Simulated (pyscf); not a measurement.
Thermochemistry of product channels of H₃C–Zn–CH₃ (SMILES [CH3][Zn][CH3]) + H₂O (SMILES O) on the singlet surface, in eV, from CCSD(T)/def2-TZVPP + ΔMP2(QZVPP) energies (ideal gas, 1 atm, RRHO with modes under 100 cm⁻¹ raised to 100, one conformer, R ln 2 for rigid chiral ones). Structures and frequencies: ωB97X-D3(BJ)/def2-SVP in PySCF. MP2 and CC: frozen core, UHF for open shells. ΔMP2 is the change of the MP2 total energy from the triple- to the quadruple-zeta basis.

| products | ΔE | ΔH(298 K) | ΔG(298 K) | ΔG(900 K) |
|---|---|---|---|---|
| CH₄ (SMILES C) + H₃C–Zn–OH (SMILES [CH3][Zn][OH]) | -0.68 | -0.66 | -0.68 | [?] |
| H₃C–OH (SMILES CO) + H₃C–ZnH (SMILES [CH3][ZnH]) | +0.99 | +0.97 | +0.95 | [?] |

### Question
Some entries are withheld; supply them.

### Answer

- CH₄ (SMILES C) + H₃C–Zn–OH (SMILES [CH3][Zn][OH]), ΔG(900 K): -0.70
- H₃C–OH (SMILES CO) + H₃C–ZnH (SMILES [CH3][ZnH]), ΔG(900 K): +0.96

These are energies of the channels, which say nothing of barriers. The CCSD(T) − MP2 part came from Ansatz, without density fitting, on the same reference. The frozen core leaves the outer d or s,p core shells of the metals and heavy elements correlated in the MP2 and CC values, and def2-TZVPP describes them poorly, which can shift differences by a few kcal/mol. Elements up to Kr have no core potential and no relativistic terms here.
